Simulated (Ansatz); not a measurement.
# How the elastic constant C12 of rock-salt MgS moves with the method

No measured value is used here.

```csv
level (code),value (GPa),cell (Å³/atom)
LDA (Ansatz),42.9,16.87
PBE (Ansatz),41.6,17.88
r²SCAN (Ansatz),44.1,17.61
B3LYP (VWN-RPA form) (Ansatz),46.4,18.03
r²SCAN0 (Ansatz),45.8,17.43
Hartree–Fock (Ansatz),50.3,18.45
```

Each level is taken at its own relaxed cell. Cutoffs and k meshes differ between the levels. Ansatz's density-functional and Hartree–Fock values are scalar-relativistic unless marked +SOC, with PAW data made under PBE.

Ansatz is a first-principles code.
